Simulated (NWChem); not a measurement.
Molecule: methyl formate (C2H4O2); SMILES COC=O

```xyz
8

C     -0.5094    -1.3186     0.0026
O      0.6764    -0.5380     0.0014
C      0.5040     0.7806     0.0002
O     -0.5523     1.3438    -0.0002
H     -1.1154    -1.1114    -0.8919
H     -0.1891    -2.3667     0.0086
H     -1.1198    -1.1023     0.8919
H      1.4961     1.2788    -0.0003
```
Atoms are numbered in this order, from 1.

Level: PBE0/def2-SVP (NWChem), optimised geometry, unscaled harmonic frequencies. 

Problem. List the harmonic frequencies with IR intensities, and the thermochemistry.

Solution. 
```json
[
 {"frequency (cm⁻¹)": "115", "IR intensity (km/mol)": "0.2"},
 {"frequency (cm⁻¹)": "301", "IR intensity (km/mol)": "14.7"},
 {"frequency (cm⁻¹)": "356", "IR intensity (km/mol)": "26.2"},
 {"frequency (cm⁻¹)": "797", "IR intensity (km/mol)": "10.7"},
 {"frequency (cm⁻¹)": "993", "IR intensity (km/mol)": "23.2"},
 {"frequency (cm⁻¹)": "1050", "IR intensity (km/mol)": "0.6"},
 {"frequency (cm⁻¹)": "1175", "IR intensity (km/mol)": "0.7"},
 {"frequency (cm⁻¹)": "1192", "IR intensity (km/mol)": "19.4"},
 {"frequency (cm⁻¹)": "1285", "IR intensity (km/mol)": "301.5"},
 {"frequency (cm⁻¹)": "1401", "IR intensity (km/mol)": "1.6"},
 {"frequency (cm⁻¹)": "1458", "IR intensity (km/mol)": "11.5"},
 {"frequency (cm⁻¹)": "1459", "IR intensity (km/mol)": "11.1"},
 {"frequency (cm⁻¹)": "1474", "IR intensity (km/mol)": "12.4"},
 {"frequency (cm⁻¹)": "1887", "IR intensity (km/mol)": "299.5"},
 {"frequency (cm⁻¹)": "3066", "IR intensity (km/mol)": "77.8"},
 {"frequency (cm⁻¹)": "3071", "IR intensity (km/mol)": "2.2"},
 {"frequency (cm⁻¹)": "3166", "IR intensity (km/mol)": "13.0"},
 {"frequency (cm⁻¹)": "3209", "IR intensity (km/mol)": "7.5"}
]
```

```yaml
zero_point_energy: 39.2 kcal/mol
thermal correction to the enthalpy at 298.15 K (with zero-point energy): 42.7 kcal/mol
heat capacity Cv: 13.5 cal/(mol K)
entropy at 298.15 K and 1 atm (symmetry number 1): 68.0 cal/(mol K)
dipole_moment: 1.82 D
```

Rigid rotor and harmonic oscillator.
